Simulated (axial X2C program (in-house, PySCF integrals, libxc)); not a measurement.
# MgCl at several levels of theory

Computed with an in-house relativistic program for diatomic molecules. Spin-free means the one-electron spin-free X2C Hamiltonian; two-component (2c) means X2C with spin–orbit coupling and atomic mean-field two-electron Coulomb and Gaunt terms, so the difference of the two also holds small scalar two-electron terms. Basis: Cl dyall-av3z [9s8p3d2f], Mg dyall-cv3z [9s8p6d3f] (cores contracted in-house); Gaussian nuclei, density fitting, unrestricted open shells. Masses: Cl 34.969 u, Mg 23.985 u.

State, spin-free: M_S = 1/2, Λ = 0 (beyond evenly filled blocks: σα); electrons by block: σα: 9, σβ: 8, π+α: 3, π+β: 3, π-α: 3, π-β: 3. Fragments: Cl + Mg.

State, 2c: Ω = 1/2 (⟨Sz⟩ = 0.50, ⟨Lz⟩ = 0.00 at PBE0); electrons by block: 1/2: 12, -1/2: 11, 3/2: 3, -3/2: 3. Fragments: Cl + Mg.

| Hamiltonian | level | Re (Å) | ωe (cm⁻¹) | ωexe (cm⁻¹) | De (eV) | D0 (eV) | μ (D) |
| --- | --- | --- | --- | --- | --- | --- | --- |
| spin-free | PBE0 | 2.207 | 456.2 | 2.1 | 3.37 | 3.34 | 3.41 |
| spin-free | HF | 2.212 | 465.4 | 1.99 | 2.88 | 2.85 | 3.50 |
| spin-free | MP2 | 2.217 | 458.6 | 1.94 | 3.59 | 3.56 | n/a |
| spin-free | CCSD | 2.214 | 460.3 | 1.97 | 3.15 | 3.12 | n/a |
| spin-free | CCSD(T) | 2.217 | 457.2 | 1.98 | 3.24 | 3.21 | n/a |
| spin-free | TPSS | 2.224 | 440.8 | 2.13 | 3.40 | 3.37 | 3.26 |
| 2c | PBE0 | 2.207 | 456.1 | 2.1 | 3.36 | 3.33 | 3.41 |
| 2c | HF | 2.213 | 465.2 | 1.99 | 2.82 | 2.79 | 3.50 |
| 2c | MP2 | 2.218 | 458.5 | 1.94 | 3.55 | 3.52 | n/a |
| 2c | CCSD | 2.215 | 460.0 | 1.96 | 3.11 | 3.08 | n/a |
| 2c | CCSD(T) | 2.218 | 456.9 | 1.96 | 3.21 | 3.18 | n/a |
| 2c | TPSS | 2.224 | 440.7 | 2.14 | 3.40 | 3.37 | 3.26 |

Correlated methods: 9 electrons correlated (number of frozen shells: Cl 2 s, 1 p; Mg 2 s, 1 p), 241 virtual spin orbitals or spinors in MP2, 90 natural virtuals in coupled cluster.

Dipoles are positive if Mg is the positive end.

Occupations by symmetry block were frozen at the best pattern of an incomplete PBE0 search. Dissociation energies refer to the lowest single-determinant-based atoms at the same level and basis. Density functionals use the spin component along the axis (collinear). Coupled cluster ran in a truncated set of natural virtual spinors; the MP2 energy of the rest was added. (T) has no such correction and the atoms are truncated less, which lowers De at CCSD(T) by a hundredth of an eV or more. The 2c atoms are single determinants rather than J levels; their spin–orbit lowering is only partly caught, and De is too large by that part. This holds for PBE0, TPSS. Without a current term, density functionals place determinants with orbital angular momentum somewhat too high.

Rough cost a point (2c) on 1 thread(s) of a shared host, integrals apart: PBE0 0.6 s, HF 0.3 s, CCSD(T) 2.5 s, TPSS 0.7 s.

The whole task took 79 s on 1 thread of Arm Neoverse V1, on a shared host.
